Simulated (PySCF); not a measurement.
Species: FH.
Geometry (BHandHLYP/def2-TZVP, Å), atoms numbered from 1 in this order:
```xyz
2
HF angstrom
F      0.237   -0.220    0.316
H     -0.234    0.221   -0.330
```

Level of theory: BHandHLYP/def2-TZVP geometry optimisation, gas phase in PySCF 2.14.0.

Take the most abundant isotopes and a rigid rotor. 

Question: What are the moment of inertia and the rotational constant?

Answer: I = 0.797 u·Å², B = 505379 MHz·u·Å²/I = 634430 MHz (21.1623 cm⁻¹, or 30.448 K as hB/k). For two atoms I = μr² with μ = 0.9571 u and r = 0.9123 Å.

Question: List the first levels of a rigid rotor in a Σ state.

Answer: E(J) = BJ(J+1): J = 1: 42.325, J = 2: 126.974, J = 3: 253.948, J = 4: 423.246, J = 5: 634.869, J = 6: 888.816 cm⁻¹.

Question: Where do the first rotational lines fall?

Answer: The dipole is 1.96 D; J+1 ← J lies at 2B(J+1): 1 ← 0 at 1268.86 GHz, 2 ← 1 at 2537.72 GHz, 3 ← 2 at 3806.58 GHz, 4 ← 3 at 5075.44 GHz, 5 ← 4 at 6344.30 GHz, 6 ← 5 at 7613.16 GHz.

Question: Estimate the classical rotational partition function at 200 K.

Answer: Point group C∞v, symmetry number σ = 1; q = kT/(σhB), k/h = 20836.6 MHz/K: 6.6 at 200 K.

BHandHLYP/def2-TZVP frequencies: not computed here. No vibrational averaging or centrifugal distortion is included, and the geometry carries the error of its method.

The run took 0.94 s on one thread of an Arm Neoverse V1, on a shared host, and the process peaked at 0.23 GiB of memory. That covers the optimisation of the geometry.
